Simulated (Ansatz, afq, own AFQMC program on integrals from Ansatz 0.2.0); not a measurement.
Two steps: Ansatz 0.2.0 writes the Fock matrix and Cholesky factors of the valence space, and afq projects on them the lowest state that overlaps trial and start.

```yaml
crystal:
  periodic: [false, false, false]
  atoms:
    - {symbol: Al, position_ang: [0.000000, 0.000000, 0.783913]}
    - {symbol: N, position_ang: [0.000000, 0.000000, -1.236647]}
    - {symbol: H, position_ang: [0.000000, 0.925038, -1.899829]}
    - {symbol: H, position_ang: [0.000000, -0.925038, -1.899829]}
basis:
  gaussian: {orbitals: cc-pVDZ}
magnetization: {spin_polarized: false}
correlation: {method: ccsd_t, electrons: outside_noble_gas, hamiltonian_folder: ham}
```

```sh
$ ansatz run in.yaml --threads 1 --pin off --events-out ev --progress --plain --max-ram 1382MiB
```

afq runs on the folder ham with

```
--method free --trial cisd --walkers 70 --time-step 0.03 --max-blocks 80 --target-error 0.00038 --factor-cut 1e-05 --seed 2141 --times 0,0.21,0.42,0.81,1.2,1.8,2.4,3 --taylor-order 8
```

Times are imaginary, in 1/Eh. The walk had a cap of 536 s.

Log:

```
orbitals 36  electrons 5 5  factors 271 of 410
reference energy -297.50760857 Eh
CCSD correlation -0.25625034 Eh in 11 cycles, weight of the determinant in the CISD state 0.8621
repeat  energy at the last time / Eh  error
    10  -297.774885  0.002867
    20  -297.773430  0.001539
    30  -297.773302  0.001569
    40  -297.773445  0.001278
    50  -297.773381  0.001077
    60  -297.773527  0.000953
    70  -297.774006  0.000893
    80  -297.773935  0.000823
time / (1/Eh)  energy / Eh  error  mean overlap
  0.00  -297.764745  0.000584  1.1614
  0.21  -297.769057  0.000495  1.1626
  0.42  -297.771011  0.000433  1.1513
  0.81  -297.771774  0.000387  1.1519
  1.20  -297.772835  0.000470  1.1455
  1.80  -297.773255  0.000546  1.1592
  2.40  -297.772969  0.000539  1.1630
  3.00  -297.773935  0.000823  1.1581
energy -297.773935 +/- 0.000823 Eh
```

The run passed its tests (error under three times the target), which doesn't prove that it has relaxed.

Against this walk (error 22.4 meV) on the same determinant: CCSD(T) 52.2 meV higher, CCSDT(Q) 7.8 meV higher (within the noise). The error is statistical, and a free projection of finite length keeps a remainder of its start.

Cautions: remainder of the start not in the error; error above the target (22.4 against 10.3 meV); higher spins were not checked; raised T1 diagnostic (T1 0.024, weight of the determinant 0.86, largest double 0.11).

The walk took 86 s on 1 thread of Intel(R) Xeon(R) 6975P-C (Granite Rapids) (shared host). The log's last line is the free-projection energy.

CCSDT and higher add their correlation energy to the determinant of the CCSD(T) run, since their own runs factorise the integrals more tightly (a shift of under 2 meV). A walk keeps the symmetry of its determinant, which the program's search chose and which needn't be the lowest solution, so a lower state of the same spin and another symmetry isn't excluded.
